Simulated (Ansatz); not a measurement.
The input, for Ansatz 0.2.0:

```yaml
crystal:
  periodic: [false, false, false]
  atoms:
    - {symbol: Br, position_ang: [0.000000, 0.000000, -1.475667]}
    - {symbol: H, position_ang: [0.000000, 0.000000, 0.193333]}
    - {symbol: O, position_ang: [0.000000, 0.000000, 1.282333]}
basis:
  gaussian: {orbitals: cc-pVTZ}
magnetization: {spin_polarized: false, initial_magnetization: 2}
correlation: {method: bccd_t, electrons: outside_noble_gas}
```

```sh
$ ansatz run in.yaml --threads 2 --pin off --events-out ev --progress --plain --max-ram 16896MiB --backend cuda --devices 0, --max-vram 18GiB
```

Output:

```
544 factors; integrals over basis functions are off by at most 1.1e-3 eV
mean field evaluation 1: about -72040.2870 eV, gradient 4.5e1 eV
mean field evaluation 2: about -72040.2898 eV, gradient 4.5e1 eV
mean field evaluation 4: about -72047.6287 eV, gradient 7.3e0 eV
mean field evaluation 8: about -72050.3178 eV, gradient 2.1e0 eV
mean field evaluation 16: about -72050.4283 eV, gradient 4.7e-4 eV
mean field evaluation 32: about -72050.4282 eV, gradient 5.9e-2 eV
mean field evaluation 64: about -72050.2810 eV, gradient 7.8e-2 eV
mean field evaluation 96: about -72050.4244 eV, gradient 2.0e-1 eV
mean field evaluation 128: about -72050.2804 eV, gradient 3.6e-1 eV
mean field evaluation 160: about -72050.2621 eV, gradient 1.5e0 eV
...
mean field -72050.42829774 eV, -2647.8044024074 hartree, gradient 3.1e-6 eV, S^2 2.000000; 17 other end points of the search recorded, 0 dependent functions left out
...
determinant -72050.42829774 eV, -2647.8044024074 hartree, with singles and doubles -72061.30145516 eV, -2648.2039835727 hartree
determinant -72050.28105328 eV, -2647.7989912734 hartree, with singles and doubles -72060.92589812 eV, -2648.1901821062 hartree
determinant -72050.21411168 eV, -2647.7965312151 hartree, with singles and doubles -72060.80722389 eV, -2648.1858209085 hartree
determinant -72050.05695642 eV, -2647.7907558659 hartree, with singles and doubles -72060.32025486 eV, -2648.1679251267 hartree
determinant -72047.67573342 eV, -2647.7032475346 hartree, with singles and doubles -72058.51050424 eV, -2648.1014180183 hartree
determinant -72050.42829774 eV, -2647.8044024074 hartree, with singles and doubles -72061.25851029 eV, -2648.2024053779 hartree
determinant -72050.28105328 eV, -2647.7989912734 hartree, with singles and doubles -72060.90191302 eV, -2648.1893006699 hartree
determinant -72050.21411168 eV, -2647.7965312151 hartree, with singles and doubles -72060.76766288 eV, -2648.1843670682 hartree
...
15 core orbitals not correlated: weight in the atoms' cores, before any rotation towards them, 1.000 or more for the frozen orbitals, at most 0.000 for the correlated occupied ones
reference -72050.42829774 eV, -2647.8044024074 hartree; 8, 6 occupied and 64, 66 virtual orbitals, 544 factors
second order -9.80109686 eV of doubles, -0.23458937 eV of singles
...
cycle   2  -10.83101732 eV  change   -1.6e-3 eV  update   4.3e-3
cycle   3  -10.82809023 eV  change    2.9e-3 eV  update   2.4e-3
cycle   4  -10.82680813 eV  change    1.3e-3 eV  update   1.3e-3
cycle   5  -10.82714444 eV  change   -3.4e-4 eV  update   6.3e-4
cycle   6  -10.82716535 eV  change   -2.1e-5 eV  update   2.7e-4
cycle   7  -10.82708864 eV  change    7.7e-5 eV  update   1.1e-4
cycle   8  -10.82712502 eV  change   -3.6e-5 eV  update   4.6e-5
cycle   9  -10.82712420 eV  change    8.3e-7 eV  update   3.5e-5
cycle  10  -10.82712070 eV  change    3.5e-6 eV  update   2.0e-5
cycle  11  -10.82711901 eV  change    1.7e-6 eV  update   9.5e-6
perturbative correction -0.35818937 eV, -0.0131632165 hartree
Total energy: -72061.61360612 eV, -2648.2154549088 hartree
```

Ran on 2 threads of AMD EPYC 7R13 with a shared H100 80 GB, shared host: 27 s wall, 0.84 GiB peak host memory.
